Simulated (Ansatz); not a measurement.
Input for Ansatz (development build ahead of 0.2.0):

```yaml
crystal:
  periodic: [false, false, false]
  atoms:
    - { symbol: O, position_ang: [0.06219, -0.04474, 0.08851] }
    - { symbol: O, position_ang: [-0.81243, 0.77059, 0.131] }
    - { symbol: O, position_ang: [3.45129, 0.2467, 0.17989] }
    - { symbol: H, position_ang: [3.47856, 0.56419, 1.03607] }
    - { symbol: H, position_ang: [4.28463, 0.50642, -0.22657] }
basis:
  gaussian: { orbitals: def2-SVP }
magnetization:
  spin_polarized: true
  initial_magnetization: 2
hamiltonian:
  xc: hf
correlation:
  method: mp2
  frozen_orbitals: { H: 0, O: 1 }
output:
  forces: true
```

The input is written out in the form of the current development build from the run's settings.

Output:

```json
{
 "Converged": "yes",
 "Reference energy": "-225.45225 hartree",
 "Correlation energy": "-0.54113 hartree",
 "Total energy": "-225.99338 hartree",
 "Spin squared of the determinant": "2.033",
 "Stability test": "minimum"
}
```

Forces (eV/Å):
```
atom      Fx      Fy      Fz
  O1   1.289  -1.189  -0.056
  O2  -1.271   1.190   0.059
  O3  -0.214  -1.189  -3.085
  H4   0.280   1.144   2.840
  H5  -0.084   0.044   0.242
```

Caution: MP2 forces lie far from those of the mean fields.
